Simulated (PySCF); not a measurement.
Species: `FCC#CCF`. The columns A, B, C and D hold Mulliken, IAO, Hirshfeld and ESP-fitted charges (e) of one PBE0/pcSseg-1 density (PySCF), in a shuffled order. Coordinates in Å (GFN2-xTB); the density's dipole moment is (-0.08, 1.88, 0.07) D.

```tsv
atom	x	y	z	A	B	C	D
F1	-2.570	-0.816	0.806	-0.214	-0.121	-0.328	-0.317
C2	-2.037	-0.032	-0.192	+0.080	+0.042	+0.235	+0.028
C3	-0.594	0.038	-0.089	-0.083	-0.048	-0.183	-0.050
C4	0.592	0.070	0.082	-0.090	-0.048	-0.182	-0.050
C5	2.036	0.100	0.190	+0.050	+0.042	+0.235	+0.028
F6	2.629	-0.564	-0.860	-0.207	-0.121	-0.328	-0.317
H7	-2.330	-0.485	-1.148	+0.121	+0.065	+0.140	+0.171
H8	-2.483	0.964	-0.088	+0.102	+0.062	+0.136	+0.168
H9	2.359	-0.402	1.111	+0.131	+0.064	+0.140	+0.171
H10	2.407	1.132	0.166	+0.110	+0.062	+0.136	+0.168
```

Problem. Which column most likely holds the ESP-fitted charges?

Solution. A. Σ q r misses the density's dipole by 0.03 D (A), 0.73 D (B), 1.05 D (C), 1.17 D (D). Charges fitted to the outside potential are the only set here that is tied to the molecule's multipoles.

Problem. And the Hirshfeld charges?

Solution. B. The mean sizes are 0.068 e (B), 0.119 e (A), 0.147 e (D), 0.204 e (C), and Hirshfeld charges are commonly the smallest of these schemes.

As computed, A = ESP-fitted, B = Hirshfeld, C = Mulliken, D = IAO. Hydrogens on carbon: ESP-fitted +0.10 to +0.13, Hirshfeld +0.06 to +0.06, Mulliken +0.14 to +0.14, IAO +0.17 to +0.17 e.

The IAO scheme projects the occupied orbitals on a minimal set of polarised atomic orbitals and counts the electrons in each atom's part of it. The ESP scheme fits charges at the nuclei, held to the total charge, to the electrostatic potential on points at 1.4 to 2.0 times the van der Waals radii.

Geometry: GFN2-xTB; no solvent, vibrations or thermal averaging.
